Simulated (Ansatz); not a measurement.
Mulliken charges of `Cl/C=C/CCl` from B3LYP/def2-TZVPP in Ansatz (PBE0-D4/def2-TZVP geometry).

```
atom   x (Å)   y (Å)   z (Å)  charge (e)
 Cl1  -1.051  -1.266   2.414      -0.083
  C2  -0.851  -0.551   0.868      -0.020
  C3   0.327  -0.209   0.369      -0.129
  C4   0.456   0.391  -0.978      -0.070
 Cl5   1.089   2.068  -0.879      -0.160
  H6  -1.784  -0.407   0.336       0.114
  H7   1.233  -0.359   0.946       0.117
  H8  -0.501   0.442  -1.495       0.107
  H9   1.169  -0.157  -1.596       0.124
```

Q: By hand: the dipole of these point charges (1 e Å = 4.8032 D).

A: Σ q r = (-0.112, -0.276, -0.265) e Å, of length 0.399 e Å = 1.92 D.

Q: How does the dipole of the full density compare? (Estimate.)

A: Ansatz gave: (-0.095, -0.250, -0.232) e Å, 1.70 D; the point charges give 1.13 times that, at 1° from its direction.

Point charges leave out the atoms' own dipoles, such as those of lone pairs, and Mulliken's split depends on the basis, so the close match here is no proof of good charges.

B3LYP here is the variant with VWN-RPA as its local correlation; programs differ in this.
